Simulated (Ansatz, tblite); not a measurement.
Removing and adding an electron: Al(NH3)H3 (AlNH₆). The state is a singlet with charge 0. Geometry: r2SCAN-D4/def2-TZVP. Ansatz, gas phase; energy differences of separate SCF runs; the oxidised species was run as a doublet alone; the reduced species was run as a doublet alone.

Cartesian coordinates in Å:
```
Al -0.3290 0.5222 -0.8735
N 0.3041 -0.4828 0.8076
H -0.3442 -0.3540 1.5795
H 1.2155 -0.1524 1.1122
H 0.3807 -1.4809 0.6327
H 0.8675 0.1434 -1.8690
H -0.3584 2.0135 -0.2896
H -1.7361 -0.2091 -1.0999
```

The xTB rows come from tblite. Correlated methods freeze 6 core orbitals.

**Question.** Estimate orbital energies and vertical ionisation energies and electron affinities at: GFN1-xTB; GFN2-xTB; HF/def2-TZVPD; HF/def2-TZVPP; PBE-D4/def2-TZVPD; r2SCAN-D4/def2-TZVPD; PBE0-D4/def2-TZVP; PBE0-D4/def2-TZVPD; MP2/def2-TZVPD; MP2/def2-TZVPP; CCSD/def2-TZVPD; CCSD/def2-TZVPP; CCSD(T)/def2-TZVPD; CCSD(T)/def2-TZVPP.

**Answer.** 
```csv
level,−HOMO (eV),vertical IE (eV),−LUMO (eV),vertical EA (eV),HOMO–LUMO gap (eV),IE − EA (eV),remarks
GFN1-xTB,11.29,14.62,4.80,1.04,6.49,13.57,–
GFN2-xTB,10.18,13.43,3.91,-0.07,6.27,13.50,–
HF/def2-TZVPD,–,–,–,-1.06,–,–,HOMO above zero (-1 doublet)
HF/def2-TZVPP,–,9.37,–,–,–,–,–
PBE-D4/def2-TZVPD,6.17,–,1.46,-0.31,4.70,–,HOMO above zero (-1 doublet)
r2SCAN-D4/def2-TZVPD,6.46,–,0.74,-0.43,5.72,–,HOMO above zero (-1 doublet)
PBE0-D4/def2-TZVP,7.41,9.81,0.36,–,7.05,–,–
PBE0-D4/def2-TZVPD,7.42,–,0.74,-0.43,6.68,–,HOMO above zero (-1 doublet)
MP2/def2-TZVPD,–,–,–,-0.66,–,–,HOMO above zero (-1 doublet)
MP2/def2-TZVPP,–,10.11,–,–,–,–,–
CCSD/def2-TZVPD,–,–,–,-0.65,–,–,HOMO above zero (-1 doublet)
CCSD/def2-TZVPP,–,10.14,–,–,–,–,–
CCSD(T)/def2-TZVPD,–,–,–,-0.59,–,–,HOMO above zero (-1 doublet)
CCSD(T)/def2-TZVPP,–,10.13,–,–,–,–,–
```

Run but left out: PBE-D4/def2-TZVP, r2SCAN-D4/def2-TZVP (charge +1 doublet: an occupied level 0.01 to 0.27 eV above an empty one).   A HOMO above zero means that the electron is unbound at that level or that self-interaction error raises the level; the energy of removing that electron tells which. Raw xTB energy differences between charge states are shifted by several eV; the methods need an empirical correction for them. A negative affinity means that the extra electron isn't bound; its size then hangs on the basis.
